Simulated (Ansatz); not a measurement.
bcc Ta was calculated with PBEsol in Ansatz (plane waves, PAW).

A relaxed, unreconstructed slab of the (110) face has 6 atoms, two equal faces of 7.617 Å² each and an energy of -58836.5217 eV. A bulk cell of 2 atoms with the same orientation and in-plane k mesh has -19612.9993 eV. Energies are extrapolated to zero smearing.

Numerical settings: plane-wave cutoff 500 eV, 20×20×1 k mesh (along the axes of the cell as run), Fermi–Dirac smearing 0.1 eV, scalar-relativistic PAW data made under PBE.

Worked out: γ = (E_slab − N E_bulk per atom)/2A = [-58836.5217 − 6 × (-19612.9993/2)]/(2 × 7.617) = 0.1625 eV/Å². With 16.022 J/m² per eV/Å² this is 2.60 J/m², or 1.24 eV per surface cell and face.

Ansatz is a quantum-chemistry and plane-wave program.
